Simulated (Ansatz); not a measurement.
# AlH3S (SMILES [AlH2][SH]): r2SCAN0/def2-TZVP

What is the energy change on altering one bond length of AlH3S at r2SCAN0/def2-TZVP? 

Program for the calculation: Ansatz 0.2.0.

48 further runs of the same task are left out: 48 set aside as unsound or not needed.

## Step 1: The molecule

AlH3S has 5 atoms, charge 0, and is taken as a singlet. As SMILES, `[AlH2][SH]`. The coordinates come from a PBE0-D4/def2-TZVP relaxation.

Bond lengths: Al1–S2 2.181 Å, Al1–H3 1.579 Å, Al1–H4 1.581 Å, S2–H5 1.344 Å. Angles: Al1–S2–H5 93.7°, S2–Al1–H3 116.5°, S2–Al1–H4 118.9°, H3–Al1–H4 124.6°.

## Step 2: A single-point energy at r2SCAN0/def2-TZVP

input.yaml reads:

```yaml
basis:
  gaussian: {orbitals: def2-TZVP}
crystal:
  periodic: [false, false, false]
  atoms:
    - {symbol: Al, position_ang: [-0.616100, -0.064200, -0.181700]}
    - {symbol: S, position_ang: [1.129100, -0.343100, 1.096600]}
    - {symbol: H, position_ang: [-1.981700, -0.650100, 0.351100]}
    - {symbol: H, position_ang: [-0.441100, 0.696000, -1.556400]}
    - {symbol: H, position_ang: [1.959700, 0.287800, 0.249000]}
hamiltonian: {xc: {name: r2SCAN0}}
accuracy: high
output: {orbitals: {seedname: orbitals}}
```

Launch:

```bash
$ ansatz run input.yaml --threads 1 --pin off --max-ram 3480MiB --events-out events.jsonl --progress --plain --runs-dir runs
```

Standard output:

```text
Warning: RAYON_NUM_THREADS=1 ignored (pool sized by the plan → 1); use --threads N
Functional definition: r2SCAN0
  name "r2SCAN0"
  parameter a = 0.25
  parameter k0 = 0.174
  parameter k1 = 0.065
  parameter a1 = 4.9479
  exchange = (1 - a)*r2scan_x(k0 = k0, k1 = k1, a1 = a1) + a*exact_x
  correlation = r2scan_c
1572 factors; integrals over basis functions are off by at most 3.5e-9 eV
mean field evaluation 1: about -17480.0432 eV, gradient 1.5e1 eV
mean field evaluation 2: about -17480.3053 eV, gradient 1.3e1 eV
mean field evaluation 4: about -17480.7074 eV, gradient 5.3e-1 eV
mean field evaluation 8: about -17480.7013 eV, gradient 1.6e-2 eV
mean field evaluation 16: about -17480.7013 eV, gradient 6.4e-6 eV
mean field -17480.70130036 eV, -642.4039239433 hartree, gradient 1.6e-8 eV, S^2 0.000000; 0 other end points of the search recorded, 0 dependent functions left out
reference -17480.70130098 eV, -642.4039239663 hartree; 16, 16 occupied and 76, 76 virtual orbitals, 1572 factors
Total energy: -17480.70130098 eV, -642.4039239663 hartree
```

Wall time 11 s (1 thread of Arm Neoverse V1, shared host); peak memory 0.27 GiB.

## Step 3: The distorted shape, same level

molecule.yaml reads:

```yaml
crystal:
  periodic: [false, false, false]
  atoms:
    - {symbol: Al, position_ang: [1.022579, 0.638862, -0.821044]}
    - {symbol: S, position_ang: [2.767779, 0.359962, 0.457256]}
    - {symbol: H, position_ang: [-1.981700, -0.650100, 0.351100]}
    - {symbol: H, position_ang: [1.197579, 1.399062, -2.195744]}
    - {symbol: H, position_ang: [3.598379, 0.990862, -0.390344]}
basis:
  gaussian:
    orbitals: def2-TZVP
hamiltonian:
  xc: {name: r2SCAN0}
output:
  orbitals: {seedname: orbitals}
accuracy: high
```

Launch:

```bash
$ ansatz run molecule.yaml --threads 1 --pin off --max-ram 3480MiB --events-out events.jsonl --progress --plain --runs-dir runs
```

Standard output, shortened:

```text
Warning: RAYON_NUM_THREADS=1 ignored (pool sized by the plan → 1); use --threads N
[... 8 set-up lines as earlier in the session ...]
1534 factors; integrals over basis functions are off by at most 3.6e-9 eV
mean field evaluation 1: about -17473.8317 eV, gradient 2.0e1 eV
mean field evaluation 2: about -17467.1947 eV, gradient 3.0e1 eV
mean field evaluation 4: about -17476.3890 eV, gradient 2.8e0 eV
mean field evaluation 8: about -17476.4278 eV, gradient 3.1e-1 eV
mean field evaluation 16: about -17476.4283 eV, gradient 1.5e-4 eV
mean field -17476.42832467 eV, -642.2468949830 hartree, gradient 6.0e-9 eV, S^2 0.000000; 0 other end points of the search recorded, 0 dependent functions left out
reference -17476.42832534 eV, -642.2468950078 hartree; 16, 16 occupied and 76, 76 virtual orbitals, 1534 factors
Total energy: -17476.42832534 eV, -642.2468950078 hartree
```

It took 11 s on 1 thread of Arm Neoverse V1, shared host; peak memory 0.26 GiB.

## Step 4: Outcome

Level: r2SCAN0/def2-TZVP.

| quantity | value |
| --- | --- |
| first shape: total energy | -642.40392 Eh |
| first shape: HOMO energy | -8.04 eV |
| first shape: LUMO energy | -1.21 eV |
| first shape: HOMO–LUMO gap | 6.83 eV |
| distorted shape: total energy | -642.24690 Eh |
| distorted shape: HOMO energy | -6.25 eV |
| distorted shape: LUMO energy | -3.56 eV |
| distorted shape: HOMO–LUMO gap | 2.69 eV |
| energy change with the Al1–H3 bond stretched from 1.579 to 3.473 Å | 4.273 eV |

In words: One bond (distorted shape) is far stretched, which a spin-restricted single reference describes badly; a broken-symmetry solution may lie lower. With the Al1–H3 bond stretched from 1.579 to 3.473 Å the energy rises by 4.27 eV (99 kcal/mol). The first shape isn't relaxed at this level, so the change isn't measured from a minimum. A restricted reference can't describe the breaking bond well at this length.
